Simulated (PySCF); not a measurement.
**State search for NaN**

Unrestricted PBE0; basis Na def2-TZVP, N def2-TZVP; no relativity; PySCF 2.14. Outer shells of the fragments: Na 3s1; N 2s2 2p3.

Followed along the bond (rough minima from three points):

| 2Ms+1 | unpaired | ⟨S²⟩ at the start | R at minimum (Å) | Te (eV) |
| --- | --- | --- | --- | --- |
| 3 | π ↑↑ | 2.12 | 2.25 | 0.00 |
| 3 | σ ↑, π ↑ | 2.02 | 2.07 | 0.47 |
| 1 | π ↑↓ | 1.00 | 2.22 | 0.58 |
| 1 | σ ↓, π ↑ | 1.00 | 2.08 | 1.01 |
| 5 | σ ↑↑, π ↑↑ | 6.00 | none in the scan | ≤ 1.36 |

Solutions found at the starting distance of 2.230 Å, counted from the lowest of them; the search is not exhaustive and high or unbound solutions are not listed, so other states can lie among these:

```json
{"2Ms+1": "3", "unpaired": "π ↑↑", "term": "³Σ⁻", "E (eV)": "0.00", "⟨S²⟩": "2.12", "⟨Lz²⟩": "0.00", "μ (D)": "-6.22"}
{"2Ms+1": "3", "unpaired": "σ ↑, π ↑", "term": "³Π", "E (eV)": "0.55", "⟨S²⟩": "2.02", "⟨Lz²⟩": "1.01", "μ (D)": "-8.18"}
{"2Ms+1": "1", "unpaired": "π ↑↓", "term": "mixed", "E (eV)": "0.58", "⟨S²⟩": "1.00", "⟨Lz²⟩": "2.01", "μ (D)": "-7.24"}
{"2Ms+1": "1", "unpaired": "σ ↓, π ↑", "term": "mixed", "E (eV)": "1.08", "⟨S²⟩": "1.00", "⟨Lz²⟩": "1.02", "μ (D)": "-8.22"}
{"2Ms+1": "5", "unpaired": "σ ↑↑, π ↑↑", "term": "⁵Σ⁻", "E (eV)": "1.52", "⟨S²⟩": "6.00", "⟨Lz²⟩": "0.00", "μ (D)": "2.66"}
{"2Ms+1": "1", "unpaired": "none", "term": "mixed", "E (eV)": "2.20", "⟨S²⟩": "0.00", "⟨Lz²⟩": "2.00", "μ (D)": "-7.45"}
{"2Ms+1": "3", "unpaired": "σ ↑↑, π ↑↓", "term": "mixed", "E (eV)": "2.69", "⟨S²⟩": "3.01", "⟨Lz²⟩": "2.01", "μ (D)": "2.79"}
{"2Ms+1": "1", "unpaired": "σ ↓↓, π ↑↑", "term": "mixed", "E (eV)": "2.71", "⟨S²⟩": "2.01", "⟨Lz²⟩": "0.00", "μ (D)": "2.97"}
{"2Ms+1": "5", "unpaired": "σ ↑, π ↑↑↑", "term": "⁵Π", "E (eV)": "3.15", "⟨S²⟩": "6.00", "⟨Lz²⟩": "1.00", "μ (D)": "0.94"}
{"2Ms+1": "3", "unpaired": "σ ↑, π ↑↑↓", "term": "mixed", "E (eV)": "4.30", "⟨S²⟩": "3.01", "⟨Lz²⟩": "3.01", "μ (D)": "0.93"}
```

A term symbol is given only where ⟨S²⟩ and ⟨Lz²⟩ are close to those of a pure state; real π, δ and φ orbitals otherwise mix terms. A positive dipole means Na(−)N(+).

Task: Compare the gap between the two lowest followed solutions at the starting distance with the gap between their minima.

Result: At PBE0 the second solution (triplet, unpaired electrons σ ↑, π ↑) lies +0.55 eV from the first (triplet, unpaired electrons π ↑↑) at 2.230 Å and +0.47 eV at the minima; the two curves relax by different amounts, since their minima lie near 2.07 and 2.25 Å.

Counting both spins, an empty level lies below a filled one in some of these solutions, because spin and occupation are held.
